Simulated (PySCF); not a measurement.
Gas-phase reaction: 4 N2 + 2 SiH3 + 5 H2 ⇌ 2 Si(NH2)4

Computed with PySCF and rigid-rotor harmonic-oscillator thermochemistry at 1 bar. † marks an energy on the PBE0/def2-TZVP geometry and frequencies; other levels use their own. 6-31G* has spherical d functions here. Open shells (unrestricted): SiH3 (multiplicity 2); the rest are closed-shell singlets. B3LYP is the form with VWN-RPA correlation. Si(NH2)4: computed as isolated molecules; such fragments, hydroxides, amides, oligomers or adducts are transient or little studied in the gas. The harmonic model lacks anharmonicity and excited electronic states, which grow with temperature; levels with a mode under 35 cm⁻¹ are left out. Internal rotation in Si(NH2)4 is treated as a harmonic vibration of one conformer, which makes the entropy rough.

ΔH° and ΔS° at 298 K: B3LYP/6-31G* -902 kJ, -1183 J/K; BLYP/def2-TZVP† -890 kJ, -1180 J/K; HF/def2-TZVP† -842 kJ, -1180 J/K.

Task: With the heat capacities included, give log10 K (1 bar) at 600, 800, 1000, 1400, 2500 K from B3LYP/6-31G*, BLYP/def2-TZVP†, HF/def2-TZVP†.

Result: 
```tsv
T (K)	B3LYP/6-31G*	BLYP/def2-TZVP†	HF/def2-TZVP†
600	16.4	15.5	11.3
800	-3.3	-3.9	-7.1
1000	-15.1	-15.5	-18.0
1400	-28.3	-28.5	-30.3
2500	-42.0	-42.0	-43.0
```
